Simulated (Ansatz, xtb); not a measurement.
## Redistribution: C2H3N + HOCN → C2H2O + CH2N2

Species: C2H3N `C#CN`, singlet; HOCN (cyanic acid) `N#CO`, singlet; C2H2O (ethynol) `C#CO`, singlet; CH2N2 (cyanamide) `N#CN`, singlet. The partners trade NH2 for OH; both sit on C, so the bond types are kept.

Shapes, held fixed at every level: PBE0-D4/def2-TZVP. Programs: Ansatz 0.2.0, xtb 6.7.1. The zero-point and thermal change to 298 K, harmonic and unscaled (PBE0-D4/def2-TZVP), is +0.1 kJ/mol.

(1) Estimate ΔH(298 K) of this reaction.

## Answers

(1) The highest level, CCSD(T)/CBS estimate, gives ΔH(298 K) = -3.9 kJ/mol; the levels span -5.6 to +1.9. That is about zero within the method's error. They disagree on the sign: 1 of 9 are positive. The column of differences is taken from that level and isn't an error. No measured value is set beside it here. The CBS estimate extrapolates MP2 from def2-TZVPP and def2-QZVPP and adds CCSD(T) − MP2 in the triple-zeta set, cores frozen. Times are processor times on shared x86 and Arm servers, and rough.

| level | kind | ΔH(298 K) (kJ/mol) | less CCSD(T)/CBS estimate | CPU time (sum over the molecules) |
| --- | --- | --- | --- | --- |
| GFN2-xTB | semi-empirical | +1.9 | +5.8 | 0.21 s |
| SPW92/def2-TZVPP | LDA | -4.2 | -0.3 | 6.8 s |
| r2SCAN-D4/def2-TZVPP | meta-GGA | -3.5 | +0.4 | 26 s |
| B3LYP-D4/def2-TZVPP | global hybrid | -4.7 | -0.8 | 13 s |
| BHLYP-D4/def2-TZVPP | global hybrid | -5.6 | -1.7 | 10 s |
| r2SCAN0-D4/def2-TZVPP | global hybrid | -4.3 | -0.4 | 18 s |
| CCSD(T)/def2-SVP | coupled cluster or CI | -4.7 | -0.8 | 6.7 s |
| CCSD/def2-SVP | coupled cluster or CI | -5.3 | -1.4 | – |
| CCSD(T)/CBS estimate | coupled cluster or CI | -3.9 | 0.0 | 11 min |
